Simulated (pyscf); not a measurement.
:C=CH₂ [singlet] + silane (SiH₄) -> H₂C=CH–SiH₃, an insertion (singlet surface; H–Si broken, C–Si, C–H formed). Optimised with ωB97X-D3(BJ)/def2-SVP in PySCF. MP2 and CC: frozen core, UHF for open shells. ΔMP2 is the change of the MP2 total energy from the triple- to the quadruple-zeta basis. Energies in kcal/mol from the separated reactants.

Small-basis levels: PySCF, no dispersion term, spherical d functions. AM1 to PM7: differences of heats of formation from MOPAC, which are fitted to 298 K values and so differ in kind from electronic energies by zero-point and thermal terms. GFN2-xTB: tblite. Cost: rough CPU time at the saddle relative to B3LYP/6-31G*, from one job on a shared machine.

```json
[
 {"level": "HF/STO-3G", "barrier": "17.6", "reaction energy": "-99.3", "cost": "0.04"},
 {"level": "HF/3-21G", "barrier": "18.8", "reaction energy": "-82.5", "cost": "0.06"},
 {"level": "HF/6-31G*", "barrier": "19.7", "reaction energy": "-77.8", "cost": "0.08"},
 {"level": "SVWN5/6-31G*", "barrier": "-15.2", "reaction energy": "-107.1", "cost": "1.0"},
 {"level": "BP86/6-31G*", "barrier": "-4.2", "reaction energy": "-91.5", "cost": "2"},
 {"level": "PBE/6-31G*", "barrier": "-6.3", "reaction energy": "-94.9", "cost": "1"},
 {"level": "B3LYP/LANL2DZ", "barrier": "2.8", "reaction energy": "-89.5", "cost": "0.8"},
 {"level": "B3LYP/6-31G*", "barrier": "1.8", "reaction energy": "-88.9", "cost": "1"},
 {"level": "B3LYP/6-311+G**", "barrier": "1.1", "reaction energy": "-84.8", "cost": "2"},
 {"level": "GFN2-xTB", "barrier": "-8.8", "reaction energy": "-86.2", "cost": "under 0.02"},
 {"level": "AM1", "barrier": "2.8", "reaction energy": "-103.6", "cost": "under 0.02"},
 {"level": "PM6", "barrier": "3.8", "reaction energy": "-91.1", "cost": "under 0.02"},
 {"level": "CCSD(T)/def2-TZVPP + ΔMP2(QZVPP)", "barrier": "0.3", "reaction energy": "-88.8", "cost": "–"}
]
```

Against the last row the barrier runs from -15.5 (SVWN5/6-31G*) to +19.4 kcal/mol (HF/6-31G*); B3LYP/6-311+G** happens to lie closest here (0.8 kcal/mol apart). At SVWN5/6-31G*, BP86/6-31G*, PBE/6-31G*, GFN2-xTB this geometry lies under one side, so the entry may be no barrier of that level: it is a single point on another level's saddle. CCSD(T)/def2-TZVPP + ΔMP2(QZVPP) has limits of its own. On the product side the descent ends in a point that may be a rotor saddle (no frequency run), 1.5 kcal/mol over the lowest minimum found and 89.6 kcal/mol under the saddle at ωB97X-D3(BJ)/def2-TZVP. :C=CH₂ [singlet] lies 41.4 kcal/mol over its isomer HC≡CH (electronic energy, ωB97M-D3(BJ)/def2-TZVP). This is the saddle that the search found; another between the same sides may lie lower. The CCSD(T) − MP2 part came from Ansatz, without density fitting, on the same reference.
